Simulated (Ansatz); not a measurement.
Input file:

```yaml
crystal:
  periodic: [false, false, false]
  atoms:
    - {symbol: W, position_ang: [0.000000, 0.000000, 0.000000]}
    - {symbol: H, position_ang: [0.000000, 0.000000, 2.059000]}
basis:
  gaussian: {orbitals: def2-TZVP}
total_charge: 1
magnetization: {spin_polarized: false, initial_magnetization: 6}
correlation: {method: fic_mrcisd_q, electrons: outside_noble_gas, active_space: {window: {electrons: 6, orbitals: 7}, shells: [{species: H, l: s, shell: 1}, {species: W, l: s, shell: 6}, {species: W, l: d, shell: 5}]}}
```

```sh
$ ansatz run in.yaml --threads 1 --pin off --events-out ev --progress --plain --max-ram 2393MiB
```

Q: Roughly how long does this take on 1 thread of Arm Neoverse N1, shared host, and how much host memory?

A: 3.2 s wall and 0.15 GiB.

```
680 factors; integrals over basis functions are off by at most 1.8e-7 eV
mean field evaluation 1: about -1810.5132 eV, gradient 1.8e1 eV
mean field evaluation 2: about -1810.5206 eV, gradient 1.8e1 eV
mean field evaluation 4: about -1812.3393 eV, gradient 2.5e0 eV
mean field evaluation 8: about -1812.3823 eV, gradient 1.4e-1 eV
mean field evaluation 16: about -1811.1575 eV, gradient 1.1e0 eV
mean field evaluation 32: about -1812.2489 eV, gradient 3.1e0 eV
mean field evaluation 64: about -1812.3808 eV, gradient 1.9e-1 eV
mean field -1812.38244873 eV, -66.6038265139 hartree, gradient 2.4e-6 eV, S^2 12.000000; 9 other end points of the search recorded, 0 dependent functions left out
reference -1812.38244873 eV, -66.6038265139 hartree; 10, 4 occupied and 36, 42 virtual orbitals, 680 factors
state -1812.38244873 eV, -66.6038265139 hartree
contracted CI cycle   1: correlation 0.00000000 eV, 0.0000000000 hartree, residual 9.39e0 eV
contracted CI cycle   2: correlation -1.43068625 eV, -0.0525767498 hartree, residual 9.38e-1 eV
contracted CI cycle   3: correlation -1.45405744 eV, -0.0534356253 hartree, residual 3.07e-1 eV
contracted CI cycle   4: correlation -1.45641164 eV, -0.0535221404 hartree, residual 9.14e-2 eV
contracted CI cycle   5: correlation -1.45660838 eV, -0.0535293706 hartree, residual 3.02e-2 eV
contracted CI cycle   6: correlation -1.45662848 eV, -0.0535301094 hartree, residual 7.53e-3 eV
contracted CI cycle   7: correlation -1.45662971 eV, -0.0535301546 hartree, residual 2.52e-3 eV
contracted CI cycle   8: correlation -1.45662980 eV, -0.0535301580 hartree, residual 9.09e-4 eV
state -1812.38244873 eV, -66.6038265139 hartree; corrected -1813.88116007 eV, -66.6589031399 hartree
WARN: 1 active orbitals are nearly empty or full. The corrections depend on them more than the energy does, and are more stable in an active space without them
Total energy: -1813.88116007 eV, -66.6589031399 hartree
Checks for a lower state left out: starts, orbital_swaps
```

Natural occupations: 1.0000 1.0000 1.0000 1.0000 1.0000 1.0000 0.0000.
